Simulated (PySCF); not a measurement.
Can point charges reproduce the dipole moment of `CP(C)C`?

Coordinates (PBE0-D3(BJ)/def2-SVP, Å) and charges (e) from the PBE0/pcSseg-1 density (PySCF):

```json
{"atom": "C1", "x": "-0.338", "y": "1.584", "z": "0.430", "Mulliken": "-0.4927", "IAO": "-0.6068", "Hirshfeld": "-0.1667", "ESP-fitted": "-0.4221"}
{"atom": "P2", "x": "-0.127", "y": "-0.161", "z": "1.008", "Mulliken": "+0.2184", "IAO": "+0.5115", "Hirshfeld": "+0.1406", "ESP-fitted": "-0.0976"}
{"atom": "C3", "x": "1.599", "y": "-0.465", "z": "0.414", "Mulliken": "-0.4926", "IAO": "-0.6067", "Hirshfeld": "-0.1666", "ESP-fitted": "-0.4379"}
{"atom": "C4", "x": "-1.060", "y": "-1.034", "z": "-0.330", "Mulliken": "-0.4926", "IAO": "-0.6068", "Hirshfeld": "-0.1666", "ESP-fitted": "-0.3967"}
{"atom": "H5", "x": "-0.067", "y": "1.713", "z": "-0.632", "Mulliken": "+0.1288", "IAO": "+0.1327", "Hirshfeld": "+0.0358", "ESP-fitted": "+0.1367"}
{"atom": "H6", "x": "0.290", "y": "2.251", "z": "1.039", "Mulliken": "+0.1455", "IAO": "+0.1518", "Hirshfeld": "+0.0419", "ESP-fitted": "+0.1579"}
{"atom": "H7", "x": "-1.385", "y": "1.893", "z": "0.569", "Mulliken": "+0.1455", "IAO": "+0.1518", "Hirshfeld": "+0.0418", "ESP-fitted": "+0.1587"}
{"atom": "H8", "x": "1.735", "y": "-0.195", "z": "-0.646", "Mulliken": "+0.1288", "IAO": "+0.1327", "Hirshfeld": "+0.0359", "ESP-fitted": "+0.1437"}
{"atom": "H9", "x": "1.851", "y": "-1.529", "z": "0.545", "Mulliken": "+0.1455", "IAO": "+0.1518", "Hirshfeld": "+0.0418", "ESP-fitted": "+0.1601"}
{"atom": "H10", "x": "2.305", "y": "0.120", "z": "1.023", "Mulliken": "+0.1455", "IAO": "+0.1518", "Hirshfeld": "+0.0419", "ESP-fitted": "+0.1640"}
{"atom": "H11", "x": "-0.743", "y": "-0.724", "z": "-1.339", "Mulliken": "+0.1288", "IAO": "+0.1327", "Hirshfeld": "+0.0359", "ESP-fitted": "+0.1320"}
{"atom": "H12", "x": "-0.915", "y": "-2.120", "z": "-0.231", "Mulliken": "+0.1455", "IAO": "+0.1518", "Hirshfeld": "+0.0418", "ESP-fitted": "+0.1516"}
{"atom": "H13", "x": "-2.137", "y": "-0.832", "z": "-0.219", "Mulliken": "+0.1455", "IAO": "+0.1518", "Hirshfeld": "+0.0418", "ESP-fitted": "+0.1496"}
```

Problem. Compute μ = Σ q r for each scheme (1 e·Å = 4.803 D) and compare with the dipole of the full density.

Solution. The full density gives (0.28, 0.27, -1.20) D, 1.26 D in size; dipole vectors point from the negative to the positive end.

```
    scheme     μx     μy     μz  size (D)  share of the full size (%)  angle to the full dipole (°)
  Mulliken  -0.03  -0.03   0.13      0.13                          11                           180
       IAO  -0.30  -0.29   1.30      1.37                         108                           180
 Hirshfeld  -0.08  -0.08   0.37      0.39                          30                           180
ESP-fitted   0.29   0.27  -1.18      1.24                          98                             1
```

Problem. Which set comes closest?

Solution. Length of the difference vector: ESP-fitted 0.03 D, Mulliken 1.40 D, Hirshfeld 1.65 D, IAO 2.63 D. Closest: ESP-fitted. 

Problem. What is left for the Hirshfeld atoms' own dipoles?

Solution. The Hirshfeld atoms' densities add up to the full density, so μ = Σ q r + Σ (atomic dipoles). The atomic dipoles sum to (0.28, 0.27, -1.20) − (-0.08, -0.08, 0.37) = (0.36, 0.35, -1.57) D, 1.65 D in size.

Problem. With the origin at the mean of the coordinates, (0.078, 0.038, 0.125) Å, which are the largest single terms, by size, of the Hirshfeld dipole along the direction of the full one?

Solution. P2 -0.63, H11 +0.18, H8 +0.18, H5 +0.18, H6 -0.07 D; all 13 atoms together -0.39 D. The single terms depend on the origin, their sum doesn't.

Problem. Give the size of the full dipole in other units.

Solution. 1.26 D = 0.498 au = 0.263 e·Å = 4.22 × 10⁻³⁰ C·m.

Geometry: PBE0-D3(BJ)/def2-SVP; no solvent, vibrations or thermal averaging.
